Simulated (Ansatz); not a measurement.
**Iridium, fcc under r²SCAN: from relaxation to bulk modulus**

What does r²SCAN give for iridium in the fcc structure? We relax it, solve it on a dense k-mesh, switch on spin-orbit coupling, then scale the cell to 7 volumes from 88 to 112 % of the relaxed one and try a fit of the equation of state. The start is ferromagnetic. The k-meshes are 14×14×14 for the relaxation; 23×23×23 for the dense run; 14×14×14 for spin-orbit coupling; 23×23×23 for the volumes. The starting cell is the deposited one, from the Crystallography Open Database.

Computed with Ansatz 0.2.0 (DFT r2SCAN, plane waves (500 eV) with PAW, scalar-relativistic; PAW files made under PBE, frozen cores solved again for the functional, unless a step says otherwise).

## Step 1: The starting structure

It takes space group Fm-3m (No. 225, cubic). Conventional cell: a = 3.839 Å, b = 3.839 Å, c = 3.839 Å, α = 90.00°, β = 90.00°, γ = 90.00°. Ir (site symmetry m-3m) has 12 Ir at 2.71 Å as nearest neighbours.

As a file:

```cif
data_structure
_symmetry_space_group_name_H-M 'Fm-3m'
_symmetry_Int_Tables_number 225
_cell_length_a 3.8394
_cell_length_b 3.8394
_cell_length_c 3.8394
_cell_angle_alpha 90.000
_cell_angle_beta 90.000
_cell_angle_gamma 90.000
_cell_volume 56.60
loop_
_atom_site_label
_atom_site_type_symbol
_atom_site_symmetry_multiplicity
_atom_site_Wyckoff_symbol
_atom_site_fract_x
_atom_site_fract_y
_atom_site_fract_z
_atom_site_occupancy
Ir1 Ir 4 a 0.00000 0.00000 0.00000 1
```

The atoms start with moments of +1 μB.

## Step 2: Geometry optimisation

File input.yaml:

```yaml
crystal:
  lattice:
    - [0.0, 1.9197, 1.9197]
    - [1.9197, 0.0, 1.9197]
    - [1.9197, 1.9197, 0.0]
  atoms:
    - { symbol: Ir, position: [0.0, 0.0, 0.0], spin: 1.0 }
hamiltonian:
  xc: r2scan
  pseudopotentials:
    kind: paw
    azcp:
      Ir: "pseudopotentials/Ir.paw.azcp"
basis:
  ecutwfc: 500
  fft_grid_basis: typed
kpoints:
  mp_grid: { grid: [14, 14, 14], shift: [0, 0, 0] }
magnetization:
  spin_polarized: true
scf:
  occupations: { method: fermi_dirac, width: 0.05 }
relax:
  max_steps: 60
  f_tol: 0.01
  cell: {}
```

The runs that follow: Dense single point; A two-component run at the same geometry; At 88 % of the relaxed volume; At 92 % of the relaxed volume; At 96 % of the relaxed volume; At 100 % of the relaxed volume; At 104 % of the relaxed volume; At 108 % of the relaxed volume; At 112 % of the relaxed volume.

Before running it: what results should come out? Wanted: space group; conventional cell; volume; shortest distance; gap on the mesh; magnetic state; V₀, B₀, B₀′.

As calculated:

| quantity | value |
| --- | --- |
| space group (spins left aside) | Fm-3m (No. 225) |
| conventional cell | a = 3.845 Å |
| volume | 14.213 Å³/atom |
| shortest distance | 2.719 Å |
| against the deposited volume | +0.5 % (14.149 Å³/atom) |
| gap on the mesh | none (levels filled in part) |
| magnetic state | non-magnetic |
| V₀, B₀, B₀′ | 14.200 Å³/atom, 377 GPa, 5.0 |

**Reading.** The relaxed volume lies 0.5 % above the deposited cell. Zero-point motion and any thermal expansion in the deposited cell, which the calculation lacks, would widen the miss. The moments die out: the run ends non-magnetic. Levels at the Fermi energy are filled in part, as in a metal. The total energy of the spin-orbit run lies +24.8 eV/atom from the scalar one, but the two kinds of run don't share a zero of energy: only differences within one kind count. The fitted modulus is 377 GPa, among the stiffest elements.
